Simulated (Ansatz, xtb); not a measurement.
# Isomers of C4H10N2 in order of energy

3 gas-phase structures of C4H10N2, from a drawn sample of its isomers (lower ones may exist). Each was relaxed with GFN2-xTB; where two conformers were screened, the lower at r2SCAN-D4/def2-SVP is listed:

A. `N[C@H]1C[C@@H](N)C1`, a singlet
B. `N[C@@H]1CC[C@@H]1N`, a singlet
C. `NC1(N)CCC1`, a singlet

Problem. Estimate their order in r2SCAN-D4/def2-SVP energy at these geometries, lowest first.

Solution. Calculated order at r2SCAN-D4/def2-SVP: C (0.0), B (13.2), A (14.6) kJ/mol. Less than 1 kcal/mol parts B and A, so the order within that pair means little.

Energies above the lowest of each column, in kJ/mol; the last columns are at PBE0-D3(BJ)/def2-SVP geometries:

```json
{"structure": "C", "GFN2-xTB": "0.0", "HF/STO-3G": "0.0", "r2SCAN-D4/def2-SVP": "0.0", "PBE0-D3(BJ)/def2-SVP": "0.0", "CCSD(T)/def2-SVP + ΔMP2/def2-TZVPP": "0.0"}
{"structure": "B", "GFN2-xTB": "22.6", "HF/STO-3G": "12.6", "r2SCAN-D4/def2-SVP": "13.2", "PBE0-D3(BJ)/def2-SVP": "8.8", "CCSD(T)/def2-SVP + ΔMP2/def2-TZVPP": "8.6"}
{"structure": "A", "GFN2-xTB": "16.0", "HF/STO-3G": "10.6", "r2SCAN-D4/def2-SVP": "14.6", "PBE0-D3(BJ)/def2-SVP": "12.6", "CCSD(T)/def2-SVP + ΔMP2/def2-TZVPP": "13.0"}
```

Every level run on C puts it lowest or level with the lowest. Flexible structures stand in one conformer each, not always the lowest. ΔMP2 is the change of the MP2 energy from the smaller to the larger basis.

Programs: Ansatz 0.2.0, xtb 6.7.1.
